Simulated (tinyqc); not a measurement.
Stretching all distances: RHF, UHF, MP2, CISD and CCSD against full CI in the sto-6g basis, for BH3, spin multiplicity 1. Computed by the program tinyqc with PySCF. All coordinates are multiplied by the scale. c0^2 is the weight of the RHF determinant in the lowest singlet FCI state (UHF is spin-contaminated and may lie near states of higher spin) and n(LUMO) the first natural occupation beyond the occupied space.

Geometry (angstrom):
```
atom        x        y       z
B      0.0000   0.0000  0.0160
H      1.1170   0.0000  0.0000
H     -0.5580   0.9670  0.0000
H     -0.5580  -0.9670  0.0000
```

Full CI energy (hartree) and errors against it (kcal/mol):
```
scale   distance 1-2 (angstrom)      E(FCI)       RHF      UHF      MP2     CISD    CCSD  <S^2> UHF    c0^2  n(LUMO)
0.8600                   0.9607  -26.268524   23.4634  23.4634   6.4963   0.3728  0.1281     0.0000  0.9823   0.0097
1.2800                   1.4299  -26.307873   51.3018  51.3018  17.9239   2.4256  0.6063     0.0000  0.9350   0.0502
1.4900                   1.6645  -26.177854   76.6832  76.6832  29.2309   6.4323  1.7801     0.0000  0.8742   0.1124
1.7000                   1.8991  -26.050335  111.9727  87.2225  46.1210  15.4578  5.2394     1.2097  0.7682   0.2403
```

Estimate the missing row, scale = 1.07.

Computed row:
```
scale   distance 1-2 (angstrom)      E(FCI)      RHF      UHF      MP2    CISD    CCSD  <S^2> UHF    c0^2  n(LUMO)
1.0700                   1.1953  -26.382381  34.1565  34.1565  10.7598  0.8939  0.2389     0.0000  0.9669   0.0217
```

UHF parts from RHF first at scale 1.7 of those listed, where <S^2> leaves zero. The weight c0^2 goes from 0.98 to 0.77 and n(LUMO) from 0.01 to 0.24: static correlation grows as the bonds break into open-shell fragments. The spread of the error along the curve, which distorts its shape, is CCSD 5.1, CISD 15.1, MP2 39.6, UHF 63.8, RHF 88.5 kcal/mol. The table stops here: at scale 1.91 and beyond, the reference weight falls under 0.45 or RHF, UHF or CCSD hop between solutions, so those rows were left out and the spreads given cover only the rows shown. As computed, partly on other solutions, the errors there reach in size RHF 209, UHF 65, MP2 93, CISD 54, CCSD 28 kcal/mol.
